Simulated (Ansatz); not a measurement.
A relaxation, step by step

BH5O, singlet, PBE0-D4/def2-TZVP (Ansatz 0.2.0). Settings:

```yaml
hamiltonian: {xc: pbe0, dispersion: d4}
relax: {f_tol: 0.005, max_steps: 200}
```

Start, a step off a saddle point along its unstable mode:

B1  (-0.164, 0.247, -0.349)
O2  (0.856, -0.764, -0.260)
H3  (-1.054, 0.078, -1.162)
H4  (0.085, 1.409, -0.088)
H5  (-0.404, -0.499, 0.805)
H6  (-0.940, -0.070, 0.855)
H7  (1.622, -0.403, 0.198)
(Å)

```csv
step,energy less the last (meV),largest force component (eV/Å)
1,1201.3,3.591
3,596.6,1.176
5,402.6,0.638
7,150.9,0.325
9,27.3,0.223
11,3.4,0.342
13 (rejected trial),2.2,0.121
15,0.4,0.039
17,0.2,0.045
19,0.1,0.013
21 (rejected trial),0.1,0.093
23 (rejected trial),0.1,0.058
25 (rejected trial),0.7,0.188
27,0.0,0.010
29,0.0,0.006
30,0.0,0.004
```

Step 5, positions (Å) and forces (eV/Å):

```tsv
atom	x	y	z	Fx	Fy	Fz
B1	-0.050	0.230	-0.429	0.638	-0.031	-0.568
O2	0.970	-0.701	-0.407	-0.043	0.187	-0.097
H3	-0.969	0.004	-1.147	-0.164	-0.070	-0.111
H4	0.134	1.341	-0.025	0.039	0.157	0.062
H5	-0.650	-0.522	1.006	-0.541	0.096	0.391
H6	-1.180	0.024	0.949	0.046	-0.303	0.318
H7	1.745	-0.376	0.054	0.024	-0.037	0.006
```

Step 11, positions (Å) and forces (eV/Å):

| atom | x | y | z | Fx | Fy | Fz |
| --- | --- | --- | --- | --- | --- | --- |
| B1 | 0.193 | 0.319 | -0.750 | 0.127 | -0.041 | 0.034 |
| O2 | 1.165 | -0.613 | -0.630 | -0.342 | 0.002 | -0.169 |
| H3 | -0.778 | 0.023 | -1.382 | 0.023 | -0.040 | -0.016 |
| H4 | 0.317 | 1.403 | -0.244 | 0.016 | -0.019 | 0.004 |
| H5 | -1.266 | -0.748 | 1.552 | 0.001 | -0.020 | 0.003 |
| H6 | -1.547 | -0.058 | 1.568 | -0.010 | 0.017 | 0.012 |
| H7 | 1.915 | -0.324 | -0.114 | 0.186 | 0.102 | 0.130 |

Step 29, positions (Å) and forces (eV/Å):

```json
{"atom": "B1", "x": "0.219", "y": "0.323", "z": "-0.795", "Fx": "0.000", "Fy": "0.000", "Fz": "-0.001"}
{"atom": "O2", "x": "1.190", "y": "-0.602", "z": "-0.654", "Fx": "0.000", "Fy": "0.001", "Fz": "0.001"}
{"atom": "H3", "x": "-0.730", "y": "0.014", "z": "-1.453", "Fx": "0.000", "Fy": "0.000", "Fz": "0.000"}
{"atom": "H4", "x": "0.324", "y": "1.405", "z": "-0.282", "Fx": "0.000", "Fy": "0.000", "Fz": "0.000"}
{"atom": "H5", "x": "-1.415", "y": "-0.773", "z": "1.542", "Fx": "-0.001", "Fy": "0.006", "Fz": "0.002"}
{"atom": "H6", "x": "-1.517", "y": "-0.066", "z": "1.760", "Fx": "0.001", "Fy": "-0.006", "Fz": "-0.002"}
{"atom": "H7", "x": "1.928", "y": "-0.302", "z": "-0.118", "Fx": "0.000", "Fy": "-0.001", "Fz": "-0.001"}
```

Last step (30):

| atom | x (Å) | y (Å) | z (Å) |
| --- | --- | --- | --- |
| B1 | 0.2193 | 0.3231 | -0.7948 |
| O2 | 1.1906 | -0.6012 | -0.6540 |
| H3 | -0.7301 | 0.0129 | -1.4528 |
| H4 | 0.3236 | 1.4049 | -0.2817 |
| H5 | -1.4193 | -0.7725 | 1.5389 |
| H6 | -1.5129 | -0.0660 | 1.7620 |
| H7 | 1.9289 | -0.3011 | -0.1177 |

The run took about 23 s on 2 CPU threads of an Arm Neoverse V2 (shared host).
